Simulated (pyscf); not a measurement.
9 silicon, germanium or tin steps of one kind (elimination, closed-shell): barrier in kcal/mol, from the separated reactants or the lowest minimum found. Single points on ωB97X-D3(BJ)/def2-SVP structures (PySCF, gas phase). Functionals in def2-TZVP; the last column is ωB97M-D3(BJ)/def2-TZVP. Rows were drawn at random from the steps of this kind and element class whose saddle was verified and whose references are stable.

```tsv
step	PBE	M06-2X	PBE0-D3(BJ)	ωB97M-D3(BJ)
H₃Si–AsH₂ → H₂Si=AsH + H₂	55.3	61.3	59.6	63.6
H₃C–GeH₃ -> H₂C=GeH₂ + H₂	93.2	99.7	98.7	101.3
H₃Si–O–AsH₂ → O=AsH + SiH₄	59.5	70.4	65.3	67.8
H₃Ge–GeH₃ → H₂Ge=GeH₂ + H₂	62.8	72.9	70.4	75.1
H₂N–SiH: [singlet] → HN=Si: [singlet] + H₂	53.3	59.8	58.3	59.5
F–CH₂–SiH₃ → F–CH=SiH₂ + H₂	79.2	92.0	87.6	90.8
H₃C–CH₂–O–Si(OH)(OH)–OH → HO–Si(OH)(OH)–OH + H₂C=CH₂	59.6	71.4	67.7	67.9
H₃Si–PH₂ -> H₂Si=PH + H₂	59.6	66.7	64.1	68.0
H₃Si–SeH → H₂Si=Se + H₂	43.4	48.9	47.1	51.0
```

Differences from the last column (kcal/mol): PBE: mean -8.8, median -8.3, mean size 8.8, lower in 9 of 9; M06-2X: mean -0.2, median -1.3, mean size 1.9, lower in 5 of 9; PBE0-D3(BJ): mean -2.9, median -3.1, mean size 2.9, lower in 9 of 9. PBE is closest for row 5 (6.2 kcal/mol apart) and farthest for row 4 (12.2 kcal/mol). PBE, r²SCAN and M06-2X carry no added dispersion term. The last column is a level with limits of its own. Each barrier is that of the saddle found. Elements up to Kr have no core potential and no relativistic terms here.
